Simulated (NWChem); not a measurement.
Correlation energy of methanethiol (CH₄S)

```xyz
6

C      1.0468     0.4733     0.0000
S     -0.5720    -0.3413     0.0000
H      1.1988     1.0855     0.8999
H      1.7951    -0.3313     0.0000
H      1.1988     1.0855    -0.8999
H     -1.3215     0.7816     0.0000
```
Charge 0, spin multiplicity 1.

The numbers come from NWChem runs, not from measurements. All single points use one geometry, from PBE0/def2-SVP, a minimum by its harmonic frequencies.

Basis set: 3-21G. Each correlation energy counts from its own Hartree-Fock reference.

The correlated methods keep 6 core orbitals frozen. Coupled-cluster values serve here as a point of comparison, not as the truth.

Q: For the correlation energy, MP2 gives -151.5 mHa and SCS-MP2 gives -157.7 mHa. What do CR-CCSD[T], CR-CCSD(T), CCSD give?

A: CR-CCSD[T]: -181.0 mHa; CR-CCSD(T): -180.9 mHa; CCSD: -178.2 mHa.
